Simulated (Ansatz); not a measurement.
# SnSe (Pnma, No. 62)

Calculation: r²SCAN in Ansatz (plane waves, PAW).

Run with plane-wave cutoff 560 eV, 4×8×8 k mesh (along the axes of the cell as run), Fermi–Dirac smearing 0.01 eV, scalar-relativistic PAW data made under PBE.

Cell: measured lattice: a = 11.3700 Å, b = 4.1860 Å, c = 4.4390 Å, α = β = γ = 90.00°.

```json
{
 "band_gap": "0.85 eV",
 "smallest_direct_gap_on_the_k_points_sampled": "0.97 eV",
 "direct gap at Γ": "1.54 eV"
}
```

Measured, for comparison: band gap 0.91 eV (temperature not stated, no zero-point or thermal correction, compiled measured gap; kind and temperature not stated; as tabulated in Kothakonda et al. (2022), arXiv:2208.02841).

Note: cell and atoms aren't relaxed at this level (largest force component 0.13 eV/Å, pressure 1.5 GPa).

Spin–orbit coupling is not included.

Static lattice: no zero-point or thermal effects.

Cost on a shared machine: very roughly 8 core-minutes.

Ansatz is a quantum-chemistry and plane-wave program.
